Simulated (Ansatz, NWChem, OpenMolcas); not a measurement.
**How basis sets differ on AlH2O (SMILES [O][AlH2])**

The species is AlH2O (4 atoms), meant as a doublet with charge 0. As SMILES, `[O][AlH2]`. The shape is that of a PBE0-D4/def2-TZVP optimisation.

| atom | x (Å) | y (Å) | z (Å) |
| --- | --- | --- | --- |
| O | 0.0626 | -0.8563 | 1.4014 |
| Al | 0.0113 | 0.0299 | -0.0804 |
| H | -1.1496 | -0.3608 | -1.0760 |
| H | 1.1311 | 1.1268 | -0.2653 |

Quantity: the vertical ionisation energy (to the singlet cation), in eV. The values are calculated.

```tsv
level	kind	program	value (eV)	CPU time (all runs)
UPBE0/DGauss-DZVP	global hybrid	NWChem	12.54	7 s
UPBE0/LANL2DZ (core potential)	global hybrid	NWChem	12.41	3.8 s
UPBE0/MINI	global hybrid	NWChem	12.96	3.2 s
UPBE0/SBKJC-VDZ (core potential)	global hybrid	NWChem	12.48	3.7 s
UPBE0/jorge-DZP	global hybrid	NWChem	12.40	8.4 s
UPBE0/jorge-TZP	global hybrid	NWChem	12.43	27 s
UPBE0/STO-3G	global hybrid	Ansatz	9.24	2.5 s
UPBE0/def2-TZVPP	global hybrid	OpenMolcas	12.45	83 s
```

The values span 9.24 to 12.96 eV. Without the sets that lack polarisation functions the rows with a basis span only 12.40 to 12.54 eV. CPU times are rough (shared hosts, several kinds of processor and program).
